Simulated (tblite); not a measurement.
C6H6.
Atom-mapped SMILES: `[CH:1]#[C:2]/[CH:3]=[CH:4]\[CH:5]=[CH2:6]` (hydrogens: H7 on C1; H8 on C3; H9 on C4; H10 on C5; H11, H12 on C6)

Computed with GFN2-xTB (tblite), gas phase: Langevin dynamics at 200 K from the optimised GFN2-xTB geometry, time step 0.5 fs, friction 0.01 fs⁻¹, 2000 steps.

Start geometry:
```
atom  x, y, z in Å
C1      2.770   -0.691   -0.439
C2      1.930    0.117   -0.142
C3      0.974    1.086    0.211
C4     -0.348    0.855    0.265
C5     -0.960   -0.416   -0.032
C6     -2.272   -0.629    0.026
H7      3.497   -1.400   -0.700
H8      1.373    2.065    0.446
H9     -1.014    1.660    0.547
H10    -0.284   -1.214   -0.311
H11    -2.959    0.155    0.302
H12    -2.704   -1.588   -0.200
```

The statistics below take the 31 frames saved every 25 fs from 250 to 1000 fs; their kinetic temperature (all 3N coordinates) averages 171 K.

**Question.** How do the bond lengths spread?

**Answer.** 
```csv
bond,start (Å),mean (Å),standard deviation (Å),shortest (Å),longest (Å)
C1≡C2,1.202,1.204,0.009,1.192,1.219
C2–C3,1.406,1.404,0.017,1.370,1.447
C3=C4,1.343,1.343,0.016,1.302,1.374
C4–C5,1.441,1.446,0.023,1.399,1.503
C5=C6,1.331,1.330,0.017,1.299,1.364
C1–H7,1.049,1.053,0.015,1.018,1.085
C3–H8,1.083,1.084,0.018,1.047,1.143
C4–H9,1.082,1.083,0.020,1.054,1.135
C5–H10,1.082,1.084,0.020,1.050,1.127
C6–H11,1.078,1.086,0.029,1.038,1.154
C6–H12,1.076,1.080,0.029,1.029,1.161
```

**Question.** Give the same statistics for bond angles, one of each kind among heavy atoms.

**Answer.** 
```csv
angle,start (°),mean (°),standard deviation (°),smallest (°),largest (°)
C1–C2–C3,178.6,172.2,4.0,164.4,179.1
C2–C3–C4,124.1,125.4,3.9,117.9,132.8
C3–C4–C5,124.1,124.5,3.4,117.9,132.4
C4–C5–C6,123.4,123.1,2.7,119.3,131.3
```

**Question.** How far does each atom move about its mean position (frames aligned on the start, all atoms weighted alike), and what rms force does it feel?

**Answer.** 
```json
{"atom": "C1", "rms displacement (Å)": "0.12", "rms force (eV/Å)": "1.22"}
{"atom": "C2", "rms displacement (Å)": "0.10", "rms force (eV/Å)": "0.98"}
{"atom": "C3", "rms displacement (Å)": "0.09", "rms force (eV/Å)": "1.47"}
{"atom": "C4", "rms displacement (Å)": "0.09", "rms force (eV/Å)": "1.41"}
{"atom": "C5", "rms displacement (Å)": "0.09", "rms force (eV/Å)": "1.48"}
{"atom": "C6", "rms displacement (Å)": "0.08", "rms force (eV/Å)": "1.64"}
{"atom": "H7", "rms displacement (Å)": "0.21", "rms force (eV/Å)": "0.62"}
{"atom": "H8", "rms displacement (Å)": "0.12", "rms force (eV/Å)": "0.60"}
{"atom": "H9", "rms displacement (Å)": "0.13", "rms force (eV/Å)": "0.69"}
{"atom": "H10", "rms displacement (Å)": "0.20", "rms force (eV/Å)": "0.71"}
{"atom": "H11", "rms displacement (Å)": "0.17", "rms force (eV/Å)": "0.98"}
{"atom": "H12", "rms displacement (Å)": "0.15", "rms force (eV/Å)": "0.96"}
```

The displacements run from 0.08 to 0.21 Å.

**Question.** Follow the torsion C3–C4–C5–C6 through every second one of these frames.

**Answer.** 
```json
{"t (fs)": "250", "C3–C4–C5–C6 (°)": "171"}
{"t (fs)": "300", "C3–C4–C5–C6 (°)": "-176"}
{"t (fs)": "350", "C3–C4–C5–C6 (°)": "-178"}
{"t (fs)": "400", "C3–C4–C5–C6 (°)": "163"}
{"t (fs)": "450", "C3–C4–C5–C6 (°)": "174"}
{"t (fs)": "500", "C3–C4–C5–C6 (°)": "175"}
{"t (fs)": "550", "C3–C4–C5–C6 (°)": "168"}
{"t (fs)": "600", "C3–C4–C5–C6 (°)": "-166"}
{"t (fs)": "650", "C3–C4–C5–C6 (°)": "-177"}
{"t (fs)": "700", "C3–C4–C5–C6 (°)": "171"}
{"t (fs)": "750", "C3–C4–C5–C6 (°)": "-174"}
{"t (fs)": "800", "C3–C4–C5–C6 (°)": "-174"}
{"t (fs)": "850", "C3–C4–C5–C6 (°)": "176"}
{"t (fs)": "900", "C3–C4–C5–C6 (°)": "177"}
{"t (fs)": "950", "C3–C4–C5–C6 (°)": "177"}
{"t (fs)": "1000", "C3–C4–C5–C6 (°)": "-174"}
```

Largest departure from the start value over all these frames: C3–C4–C5–C6 17° (start 180°).

The run is classical and short, so these are rough statistics of one trajectory.

The cost below is that of the whole dynamics run. The run took 7.8 s on Arm Neoverse V1, one thread, shared host, and the process peaked at 0.19 GiB of memory.
